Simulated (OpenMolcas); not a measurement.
**BH3O (BH2(OH)): methods side by side**

BH3O: 5 atoms, total charge 0, spin state singlet. SMILES: `[H]B([H])O`. Geometry: relaxed at GFN2-xTB.

```xyz
5

B     0.2710    0.3025   -0.1085
H     1.4036    0.3900   -0.3956
H    -0.4329    1.2514   -0.0807
O    -0.1594   -0.9187    0.1745
H    -1.0822   -1.0252    0.4103
```

Each level gives the energy change with the O4–H5 bond stretched from 0.958 to 1.917 Å (eV). The values are calculated.

```
                      level                   kind     program  value (eV)  less FCI/STO-3G
     HF/STO-3G (restricted)           Hartree–Fock  OpenMolcas        7.17            +3.71
  SVWN5/STO-3G (restricted)                    LDA  OpenMolcas        4.40            +0.94
  B3LYP/STO-3G (restricted)          global hybrid  OpenMolcas        4.73            +1.27
 M06-2X/STO-3G (restricted)        hybrid meta-GGA  OpenMolcas        5.51            +2.05
    MP2/STO-3G (restricted)    perturbation theory  OpenMolcas        4.84            +1.38
         CASPT2(2,2)/STO-3G         multireference  OpenMolcas        3.48            +0.02
CCSD(T)/STO-3G (restricted)  coupled cluster or CI  OpenMolcas        3.47            +0.01
   CISD/STO-3G (restricted)  coupled cluster or CI  OpenMolcas        4.11            +0.65
                 FCI/STO-3G     exact in the basis  OpenMolcas        3.46             0.00
```

FCI/STO-3G is exact within its basis and frozen core, so for wave-function methods in that basis the difference is their error; functionals converge differently with the basis, so for them it is only a difference. Spin-restricted single references rise too steeply as a bond breaks, Hartree–Fock most of all. Perturbation and coupled-cluster corrections on them can overshoot downwards. The first shape isn't each level's own minimum. The values span 3.46 to 7.17 eV. All rows use very small basis sets, so even the best lies far from the true value.
